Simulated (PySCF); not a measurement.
# Chlorine: a sound run and one with changed settings

Sound run: Cl [Ne] 3s2 3p5, Cl⁺ [Ne] 3s2 3p4. Computed with PySCF 2.14 in cc-pV(T+d)Z (5s4p3d1f, 39 functions), with no relativity, point nucleus. In the sound run the correlated levels freeze [Ne]. The sound run starts from symmetry-adapted Hartree-Fock orbitals and uses a fine grid where one is needed.

Changed run: initial guess 1e, at most 50 SCF cycles, level shift 0.5 hartree.

```csv
species,method,sound run (hartree),changed run (hartree),converged
Cl,UHF,-459.48556,-459.48556,yes
Cl,M06-2X,-460.14045,-460.14045,yes
Cl,PBE,-459.96552,-459.96552,yes
Cl,MP2,-459.64410,-459.60445,yes
Cl,CCSD(T),-459.67356,-459.67356,yes
Cl⁺,UHF,-459.05290,-459.05290,yes
Cl⁺,M06-2X,-459.66311,-459.66311,yes
Cl⁺,PBE,-459.48913,-459.48913,yes
Cl⁺,MP2,-459.17687,-459.14638,yes
Cl⁺,CCSD(T),-459.20642,-459.20642,yes
```

Ionisation energy of Cl:

```csv
method,sound run (eV),changed run (eV)
UHF,11.773,11.773
M06-2X,12.989,12.989
PBE,12.963,12.963
MP2,12.714,12.465
SCS-MP2,12.712,12.470
CCSD,12.674,12.674
CCSD(T),12.712,12.712
```

A level shift leaves the converged SCF energy unchanged but raises the virtual orbital energies, which shrinks MP2 if it is not removed.

For comparison, NIST gives 12.968 eV between the lowest levels.
